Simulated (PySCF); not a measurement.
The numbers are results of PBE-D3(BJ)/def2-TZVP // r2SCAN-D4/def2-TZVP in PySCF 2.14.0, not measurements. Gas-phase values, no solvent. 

Reference species (SMILES): `[SiH3]C` (neutral, multiplicity 1).

```yaml
dipole_moment: 0.86 D
```

Changed species: `Cl[SiH3]` (X = chloro, parent; the reference has X = methyl, parent).

**Question.** What does the change do to the dipole moment?

**Answer.** the dipole moment rises by 0.31 D, to 1.17 D.
